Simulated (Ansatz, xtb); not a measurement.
Molecule: water, H2O, net charge 0, singlet state. 
Coordinates optimised at B3LYP-D3(BJ)/def2-TZVP (Ansatz, an electronic-structure program):
```xyz
3

O      0.0070     0.0013     0.1167
H     -0.0500     0.7593    -0.4742
H     -0.0062    -0.7700    -0.4592
```
Charge 0, spin multiplicity 1.

Harmonic wavenumbers from GFN2-xTB (xtb, at its own minimum), cm⁻¹: 1538, 3645, 3654.

### Question
Give the harmonic wavenumbers at B3LYP-D3(BJ)/def2-TZVP (Ansatz, finite differences of forces, unscaled).

### Answer
1617, 3785, 3891 cm⁻¹. Zero-point energy 13.3 kcal/mol.

### Question
From these and the geometry, give the ideal-gas thermochemistry at 298.15 K and 1 atm (rigid rotor, harmonic oscillator).

### Answer
Point group C2v, rotational symmetry number 2. Rotational constants 826.4, 428.3, 282.1 GHz. S(trans) 34.61, S(rot) 10.47, S(vib) 0.01, S(elec, spin only) 0.00, S 45.1 cal/(mol K). H(298) - H(0) 2.37 kcal/mol; G - E(el) 2.2 kcal/mol. Tabulated S at 1 bar: 45.1 cal/(mol K) (CRC Handbook, as tabulated in the package chemicals).
